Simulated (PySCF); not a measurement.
Gas-phase reaction: C4H8 (isobutene) + 4 H2O → 4 CH3OH

Method: PySCF energies (xtb for GFN2) plus ideal-gas RRHO corrections (1 bar). The comparison is the NASA 1993 polynomial table, which mixes measured and estimated data. † marks an energy on the PBE0/def2-TZVP geometry and frequencies; other levels use their own. MP2 freezes the core. 6-31G* has spherical d functions here. All species are closed-shell singlets. B3LYP is the form with VWN-RPA correlation. MP2 isn't extrapolated to the basis-set limit; its ΔH°(298 K) is 139.9 kJ in def2-SVP and 185.3 kJ in def2-TZVPP. The harmonic model lacks anharmonicity and excited electronic states, which grow with temperature; levels with a mode under 35 cm⁻¹ are left out. Internal rotation in C4H8 (isobutene), CH3OH is treated as a harmonic vibration of one conformer, which makes the entropy rough.

| level | ΔH°(298 K), kJ | minus table | ΔG°(800 K), kJ |
|---|---|---|---|
| table | 180.6 | - | 262.7 |
| B3LYP/def2-TZVP† | 126.6 | -54.0 | 208.1 |
| BLYP/def2-TZVP† | 130.3 | -50.3 | 211.9 |
| GFN2-xTB | -4.2 | -184.8 | 86.1 |
| HF/6-31G* | 52.4 | -128.2 | 135.6 |
| MP2/def2-SVP† | 139.9 | -40.7 | 221.5 |
| PBE/def2-SVP | 68.6 | -112.0 | 153.7 |
| PBE0/def2-QZVP† | 147.9 | -32.7 | 229.5 |
| r2SCAN/def2-TZVP† | 134.0 | -46.6 | 215.6 |
| LDA/def2-TZVP† | 116.0 | -64.6 | 197.6 |
| ωB97M-V/def2-TZVP† | 138.7 | -41.9 | 220.3 |
| ωB97X-V/def2-TZVP† | 117.9 | -62.7 | 199.5 |
